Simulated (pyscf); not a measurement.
This saddle point was located with ωB97X-D3(BJ)/def2-SVP in PySCF.

```
O
Si 1 1.5831
F 2 1.6055 1 116.89
F 2 1.6059 1 116.90 3 127.51
F 2 1.6514 1 105.93 3 -116.19
H 1 1.6073 2 108.85 3 90.88
O 6 1.0476 1 116.62 2 89.64
H 7 0.9821 6 100.99 1 -88.18
H 7 1.0474 8 101.00 6 -78.96
```
Charge 0, spin multiplicity 1.

Surface: singlet, charge 0. Lowest wavenumbers (cm⁻¹): 1154i, 70, 104, 246, 261.

What reaction is this the transition state of?

`[OH][Si]([F])([F])[F]` + `[OH2]` ⇌ `[OH][Si]([F])([F])[F]` + `[OH2]`, a four-centre exchange read from left to right: H–O, H–O broken and H–O, H–O formed. At ωB97M-D3(BJ)/def2-TZVP it lies +32.7 kcal/mol from the left side and +32.7 kcal/mol from the right (each side as separated species at their lowest minima found). On the reactant side the descent ends in a bound adduct, 9.1 kcal/mol under the separated species and 42.8 kcal/mol under the saddle at ωB97X-D3(BJ)/def2-TZVP. On the product side the descent ends in a bound adduct, 9.2 kcal/mol under the separated species and 42.8 kcal/mol under the saddle at ωB97X-D3(BJ)/def2-TZVP. The same reactants have a lower exit, to HO–Si(OH)(F)–F + HF (barrier +21.1 kcal/mol at ωB97M-D3(BJ)/def2-TZVP, against +32.7 kcal/mol here). Another saddle between the same species, by other bonds, lies lower (19.7 kcal/mol against 32.7 kcal/mol at ωB97M-D3(BJ)/def2-TZVP).
